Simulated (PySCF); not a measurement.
## An excited-state table with gaps

Compound: C2H5NO.
SMILES: `[H]/N=C/CO`

Computed with TDDFT CAM-B3LYP/def2-SVPD, vertical, gas phase, core orbitals frozen in the response (PySCF 2.14.0, density-fitted response routines). Geometry: PBE0-D3(BJ)/def2-SVP, one conformer, isolated molecule. Torsions of this conformer, `[H]/[N:1]=[CH:2]/[CH2:3][OH:4]`: N1–C2–C3–O4 0°, H–O4–C3–C2 0°.

Orbital energies (eV): HOMO-3 -11.26, HOMO-2 -11.09, HOMO-1 -9.90, HOMO -9.36, LUMO 0.61, LUMO+1 1.24, LUMO+2 2.03.

Lowest singlets, with some entries withheld (?).

```json
{"state": "S1", "ν̃ (cm⁻¹)": "46590", "f": "0.0013", "main configurations (H = HOMO, L = LUMO)": "H-1→L (99%)"}
{"state": "S2", "ν̃ (cm⁻¹)": "53450", "f": "0.057", "main configurations (H = HOMO, L = LUMO)": "H→L (99%)"}
{"state": "S3", "ν̃ (cm⁻¹)": "61290", "f": "0.0003", "main configurations (H = HOMO, L = LUMO)": "?"}
{"state": "S4", "ν̃ (cm⁻¹)": "?", "f": "0.017", "main configurations (H = HOMO, L = LUMO)": "?"}
{"state": "S5", "ν̃ (cm⁻¹)": "63830", "f": "?", "main configurations (H = HOMO, L = LUMO)": "H-3→L (94%)"}
{"state": "S6", "ν̃ (cm⁻¹)": "66120", "f": "0.042", "main configurations (H = HOMO, L = LUMO)": "?"}
{"state": "S7", "ν̃ (cm⁻¹)": "69230", "f": "?", "main configurations (H = HOMO, L = LUMO)": "H→L+2 (32%), H-2→L+1 (27%), H→L+3 (26%)"}
{"state": "S8", "ν̃ (cm⁻¹)": "?", "f": "?", "main configurations (H = HOMO, L = LUMO)": "H-2→L (87%)"}
{"state": "S9", "ν̃ (cm⁻¹)": "71660", "f": "0.092", "main configurations (H = HOMO, L = LUMO)": "H-1→L+2 (63%), H-1→L+3 (18%), H-1→L+1 (11%)"}
{"state": "S10", "ν̃ (cm⁻¹)": "72720", "f": "0.0097", "main configurations (H = HOMO, L = LUMO)": "H-2→L+1 (60%), H→L+3 (14%), H→L+1 (8%)"}
```

Problem. Fill in the withheld entries.

Solution. 
- S3: H→L+1 (74%), H→L+3 (20%)
- S4: ν̃ = 62580 cm⁻¹; H-1→L+1 (84%), H-1→L+2 (13%)
- S5: f = 0.0001
- S6: H→L+2 (52%), H→L+3 (35%)
- S7: f = 0.015
- S8: ν̃ = 69370 cm⁻¹; f = 0.228

Problem. What is the mean static polarisability from the same response equations?

Solution. 38.5 au (5.71 Å³), with principal values 29.5, 39.3 and 46.8 au.

Problem. What is the vertical ionisation energy by ΔSCF at this level?

Solution. 10.59 eV; −ε(HOMO) is 9.36 eV.

Problem. Where do the lowest triplets lie (Tamm–Dancoff)?

Solution. T1 4.98 eV, H-1→L (98%); T2 5.20 eV, H-2→L (78%), H→L (18%); T3 6.45 eV, H→L (81%), H-2→L (17%); T4 7.39 eV, H→L+1 (56%), H→L+3 (27%). E(S1) − E(T1) = +0.79 eV.
